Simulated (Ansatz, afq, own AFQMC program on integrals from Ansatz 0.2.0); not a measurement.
Integrals from Ansatz 0.2.0, then the random walk in our own AFQMC program (afq).

```yaml
crystal:
  periodic: [false, false, false]
  atoms:
    - {symbol: Al, position_ang: [0.000000, 0.000000, 0.563780]}
    - {symbol: N, position_ang: [0.000000, 0.000000, -0.875220]}
    - {symbol: H, position_ang: [0.000000, 0.822256, -1.464715]}
    - {symbol: H, position_ang: [0.000000, -0.822256, -1.464715]}
basis:
  gaussian: {orbitals: cc-pVDZ}
magnetization: {spin_polarized: true, initial_magnetization: 0}
correlation: {method: ccsd_t, electrons: outside_noble_gas, hamiltonian_folder: ham}
```

```sh
$ ansatz run in.yaml --threads 1 --pin off --events-out ev --progress --plain --max-ram 1382MiB
```

afq runs on the folder ham with

```
--method phaseless --trial cisd --walkers 70 --populations 1 --least-time 40 --time-step 0.005 --steps-per-block 50 --equilibration-blocks 28 --max-blocks 300 --target-error 0.00038 --factor-cut 1e-05 --start spin_pure --seed 7392 --release-times 0.24,0.51,0.99,1.62,2.4 --release-step 0.03 --release-every 4 --taylor-order 6
```

Times are imaginary, in 1/Eh. The walk had a cap of 536 s.

```
orbitals 36  electrons 5 5  factors 284 of 404
reference energy -297.44011605 Eh
CCSD correlation -0.24375253 Eh in 9 cycles, weight of the determinant in the CISD state 0.8827
energy of the start -297.683869 Eh
 block  time / (1/Eh)  mean weight  energy / Eh
     1     0.250  1.0016  -297.680916
     2     0.500  0.9977  -297.682341
     3     0.750  0.9996  -297.684851
     4     1.000  1.0013  -297.685939
     5     1.250  0.9998  -297.686156
     7     1.750  1.0008  -297.685401
     9     2.250  0.9995  -297.685918
    11     2.750  0.9986  -297.694859
    21     5.250  0.9989  -297.690492
    31     7.750  0.9988  -297.687161
    41    10.250  1.0012  -297.691584
    51    12.750  0.9984  -297.698517
    61    15.250  1.0007  -297.692854
    71    17.750  0.9989  -297.692005
    81    20.250  1.0022  -297.695122
    86    21.500  1.0034  -297.684907
    91    22.750  1.0001  -297.693724
   101    25.250  1.0023  -297.686227
   111    27.750  0.9991  -297.698293
   121    30.250  1.0003  -297.687816
   131    32.750  1.0012  -297.687376
   141    35.250  0.9983  -297.687199
   151    37.750  1.0017  -297.687195
   161    40.250  1.0007  -297.698494
   171    42.750  1.0004  -297.693646
   181    45.250  0.9966  -297.689978
   191    47.750  1.0003  -297.691296
   201    50.250  1.0017  -297.694337
   206    51.500  0.9981  -297.686572
blocks merged  error / Eh  count
     1  0.000291  180
     2  0.000329  90
     4  0.000378  45
     8  0.000352  22
    16  0.000429  11
released: time / (1/Eh)  energy / Eh  error  mean overlap
  0.24  -297.691196  0.000504  0.9863
  0.51  -297.690533  0.000455  0.9968
  0.99  -297.690206  0.000431  0.9998
  1.62  -297.690496  0.000508  1.0060
  2.40  -297.690545  0.000655  1.0192
energy -297.690673 +/- 0.000378 Eh
(rows thinned)
```

(1) Estimate how long the walk took on 1 thread of Arm Neoverse V2, with other jobs on the host.

The run passed its tests (sampling time, drift between the halves within three errors, error under three times the target), which doesn't prove that it has relaxed.

Against this walk (error 10.3 meV) on the same determinant: CCSD(T) 23.8 meV higher, CCSDT(Q) 4.3 meV lower (within the noise). The error is statistical and leaves out the bias of the constraint. Released to 2.40 1/Eh the energy moves by 3 ± 21 meV (both errors), within twice the noise.

Cautions: constraint bias not in the error; the determinant is a saddle point among determinants of its kind.

## Answers

(1) 5.3 min of wall time.

CCSDT and higher add their correlation energy to the determinant of the CCSD(T) run, since their own runs factorise the integrals more tightly (a shift of under 2 meV). A walk keeps the symmetry of its determinant, which the program's search chose and which needn't be the lowest solution, so a lower state of the same spin and another symmetry isn't excluded.
